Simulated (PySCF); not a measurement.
# A ladder for the electron affinity of O

O⁻ [He] 2s2 2p5 (2P) → O [He] 2s2 2p4 (3P). Scalar values calculated with PySCF 2.14 in aug-cc-pVQZ-DK (spin-free X2C; valence: 1s2 frozen). The spin-orbit shift comes from two-component X2C-1e calculations (generalised Hartree-Fock, GHF, and MP2 on its spinors, GMP2) in x2c-TZVPall-2c with one added diffuse shell each of s, p, d type: GMP2 gives 1.344 eV without and 1.343 eV with screened spin-orbit coupling, a shift of -0.002 eV (GHF: -0.002 eV). Sums use unrounded values; where a UHF row is shifted, it takes the GHF shift.

```csv
method,scalar (eV)
UHF,-0.580
MP2 (valence),1.486
SCS-MP2 (valence),1.464
CCSD (valence),1.235
CCSD(T) (valence),1.393
LDA,2.054
PBE,1.770
PBE0,1.380
r2SCAN,1.500
PW91,1.820
BLYP,1.819
MN15,1.464
revPBE,1.671
```

Form a composite estimate from CCSD(T) (valence) and the spin-orbit shift, and compare it with the reference, 1.461 eV (measured; photodetachment measurements, as compiled on the Wikipedia data page of electron affinities).

1.393 + (-0.002) = 1.391 eV, an error of -0.070 eV.

The errors of the correlated levels include the incompleteness of the basis and the frozen core, so a lower level can come closer by cancellation.
